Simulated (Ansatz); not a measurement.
Compare A (`CCSCN`) with its isomer B (`CNCSC`).

Gas-phase electronic energies from Ansatz, PBE0-D4/def2-TZVP geometries. CBS: MP2 limit from def2 TZ/QZ plus the TZ coupled-cluster correction, frozen cores. Functionals use def2-TZVPP. B3LYP here is the variant with VWN-RPA as its local correlation; programs differ in this. Each species was taken in one conformer, which may not be the lowest.

Q: Which is lower in electronic energy at CCSD(T)/CBS, and by how much? (An estimate is asked.)

A: Ansatz gave: A, by 33.6 kJ/mol.

Q: Give E(B) − E(A) in kJ/mol with B3LYP, ωB97M-V, PBE-D4, B2PLYP, PBE0-D4, HF/def2-TZVPP, MP2/def2-TZVPP. (Best estimate.)

A: Ansatz gave: B3LYP 26.7, ωB97M-V 32.7, PBE-D4 29.0, B2PLYP 29.7, PBE0-D4 30.9, HF/def2-TZVPP 27.2, MP2/def2-TZVPP 34.9. None reverses the order clearly.

Largest T1 diagnostic: 0.010.

In def2-TZVPP, CCSD(T) changes the Hartree–Fock value by +5.3 kJ/mol (the triples alone add +0.2 kJ/mol) and MP2 by +7.7 kJ/mol.
